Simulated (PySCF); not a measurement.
Method: PySCF energies plus ideal-gas RRHO corrections (1 bar). The comparison is the NASA 1993 polynomial table, which mixes measured and estimated data. 6-31G* has spherical d functions here. All species are closed-shell singlets. The harmonic model lacks anharmonicity and excited electronic states, which grow with temperature; levels with a mode under 35 cm⁻¹ are left out.

Harmonic frequencies at HF/6-31G* (cm⁻¹): 3178. Point group C∞v; S°(298 K) = 186.6 J/mol/K at this level.

Task: Work out Cp and S° of gaseous HCl at 500, 800, 1200, 1600, 2000 K from these, and set them beside the table.

Result: 
```
T (K)  Cp HF/6-31G*  Cp table  S° HF/6-31G*  S° table
-----  ------------  --------  ------------  --------
500            29.2      29.3         201.7     202.0
800            30.0      30.5         215.5     216.0
1200           31.9      32.7         228.1     228.8
1600           33.5      34.4         237.5     238.4
2000           34.6      35.6         245.1     246.2
```
Units J/mol/K.
